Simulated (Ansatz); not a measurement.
System: trigonal Se. Method: PBE in Ansatz (plane waves, PAW).

Numerical settings: plane-wave cutoff 500 eV, 12×12×6 k mesh (along the axes of the cell as run), gaussian smearing 0.02 eV, scalar-relativistic PAW data made under PBE.

Cell (relaxed at this level):

Space group P3₁21 (No. 152); a = 4.527 Å, b = 4.527 Å, c = 5.043 Å, α = 90.00°, β = 90.00°, γ = 120.00°

```
atom  site  symmetry       x       y       z
----  ----  --------  ------  ------  ------
Se      3a       .2.  0.7815  0.7815  0.0000
```

Q: What does this level give for the band gap?

A: 
* **band gap**: 1.03 eV (on the SCF k mesh)

Note: the cell comes from a level without a dispersion term, which matters for the spacing of layers, chains or molecules.

Spin–orbit coupling is not included.

The computed numbers hold no vibrational or temperature effects.

Ansatz is a first-principles code.
